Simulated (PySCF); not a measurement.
Structure problem from calculated spectra and properties.

Formula: C3H9PS.

* NMR, other nuclei: isotropic shieldings of nuclei other than C and H, by class: 296 (1 P), 731 (1 S) ppm [GIAO B97-2/pcSseg-2]
* 13C NMR: chemical shifts (computed TMS as zero) by class: 25.0 (3 C) ppm [GIAO B97-2/pcSseg-2]
* Rotational structure: rotational constants A, B, C: 3.622, 2.361, 2.357 GHz [PBE0-D3(BJ)/def2-TZVP]
* 1H NMR: chemical shifts (computed TMS as zero) by class: 1.45 (9 H) ppm [GIAO B97-2/pcSseg-2]
* Dipole: 4.96 D [B97-2/pcSseg-2]

Electronic properties: PySCF, gas phase, density fitting. Levels stand in brackets. Geometry: PBE0-D3(BJ)/def2-TZVP; no solvent, vibrations or thermal averaging. NMR classes are plain means over equivalent atoms (diastereotopic ones count apart unless rotation or inversion swaps them), as if these changed places fast.

Q: What is the compound? Reason from the data.

A: Numbering: `[CH3:1][P:2]([CH3:3])([CH3:4])=[S:5]`. 3 carbons fall into 1 class: sp3 carbon bound to phosphorus [C1/C3/C4] (25.0 ppm, 3 C). All hydrogens form one class (1.45 ppm): methyl hydrogen. The other shieldings belong to: 296 ppm, phosphorus bonded to 3 C and S [P2]; 731 ppm, sulfur bonded to P [S5]. By its constants the optimised geometry is a nearly prolate symmetric top. Structure: `CP(C)(=S)C`. The assignments are read from this structure; whether some other isomer fits the data as well wasn't checked.
